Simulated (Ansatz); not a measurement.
# Si₂F (doublet): wave-function methods side by side, def2-QZVPP

The task here is to estimate one member of a computed series from the others.

Computed with Ansatz 0.2.0, Gaussian basis. Level: def2-QZVPP, core rule «outside noble gas», up to 11 orbitals frozen.

Plan: UHF; ROHF; CCSD(T) on UHF.

### The system

The geometry is a PBE0/def2-TZVP stationary point (not a proven minimum) of the parent state, kept for this charge and spin.

3 atoms, charge 0, spin multiplicity 2.

Atoms are counted from 1 here; the program's logs count them from 0.

Bond lengths: F1–Si2 1.608 Å, Si2–Si3 2.332 Å. Angles: F1–Si2–Si3 112.2°.

Set-up of the first run:

Contents of in.yaml:

```yaml
crystal:
  periodic: [false, false, false]
  atoms:
    - {symbol: F, position_ang: [0.000000, -0.606197, 1.621189]}
    - {symbol: Si, position_ang: [0.000000, 0.594494, 0.550881]}
    - {symbol: Si, position_ang: [0.000000, -0.184433, -1.647532]}
basis:
  gaussian: {orbitals: "def2-QZVPP.json"}
magnetization: {spin_polarized: true, initial_magnetization: 1}
hamiltonian: {xc: hf}
output: {orbitals: {seedname: orbitals}}
```

On the command line:

```console
> ansatz run in.yaml --threads 1 --pin off --events-out ev --progress --plain --max-ram 2393MiB
```

Among the steps run: UHF; ROHF; CCSD(T) on UHF.

One of the session's tables, all rows but one given; the rest of the session is left out.

```
  method  from UCCSD(T) (kJ/mol)
    ROHF                       ?
     UHF                 +1271.5
    UMP2                  +127.6
   UCCSD                   +55.0
UCCSD(T)                       0
```

Q: Estimate the row for ROHF from the others.

The run gave: from UCCSD(T) (kJ/mol): +1331.3. In the column «from UCCSD(T) (kJ/mol)» it is the highest.

Caveats from the session: The determinant of HF (⟨S²⟩ 1.83) is far from a pure spin state, so its energy mixes those of several spin states; that is harmless only where they are near-degenerate. The determinant of CCSD(T) (⟨S²⟩ 1.72) is far from a pure spin state, so its energy mixes those of several spin states; high orders of coupled cluster remove much of that, low ones don't. Warnings: spin contamination; coupled cluster took another determinant than the lowest.
